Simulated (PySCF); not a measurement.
**Checking a proposed structure**

A compound C₃H₅NO gives the data below (simulated from a calculation) and was assigned the structure `COC1=NC1`.

¹³C{¹H} NMR (computed): δ 119.9 (C), 59.9 (CH3), 59.2 (CH2).

¹H NMR (300 MHz, computed): δ 4.25 (s, 2H), 3.63 (s, 3H).

[PySCF 2.14.0 with density-fitted response routines: GIAO PBE0/pcSseg-1 shieldings; coordinates at the GFN2-xTB level; couplings computed with B3LYP/pcJ-1 (spin–dipole term only in couplings to heteroatoms); averaged over atoms made equivalent by symmetry, fast rotation or ring inversion; one computed conformer; no solvent; non-relativistic]

Scale: ¹H (σref 31.72), ¹³C (σref 186.93) against TMS (reference shieldings calculated alike).

Question: Compare with the shifts computed for the proposed structure, pairing carbons in order of shift.

Answer: Mapped SMILES: `[CH3:1][O:2][C:3]1=[N:4][CH2:5]1`. Each H is labelled by its parent atom.

```tsv
atom	computed for proposal	given list	difference
C3	180.6	119.9	+60.7
C1	58.0	59.9	-1.9
C5	30.5	59.2	-28.7
```

The rms difference is 38.8 ppm and the largest +60.7 ppm at C3 (C=N carbon). The proposal doesn't fit.

Question: Which isomer fits?

Answer: methoxyacetonitrile (SMILES COCC#N).

1. Carbon types of the structure: 1 × C, 1 × CH2, 1 × CH3, which accounts for all hydrogens.
2. δC 119.9: nitrile carbon; this is the usual window of a C≡N carbon, which has no attached hydrogen.
3. δC 59.9: methyl carbon bonded to O; the inductive effect lowers its shielding.
4. δC 59.2: sp3 CH2 bonded to O, α to a nitrile; deshielded by the electronegative neighbour.
5. δH 3.63: hydrogen on a methyl carbon bonded to O; its carbon carries O, which withdraws density.

Other isomers checked: C=CNC=O (rms 53.3 ppm); C=NC(C)=O (rms 63.6 ppm).

This is the structure that produced the data.

Shifts are as computed. Against solution values, carbons near 30 ppm lie about +3 ppm off and those near 130 ppm about +5 ppm. Of 1211 compounds with measured shifts, 218 miss one by over three times the rms of a fit or turn the order of signals round; such compounds aren't used in these exercises.
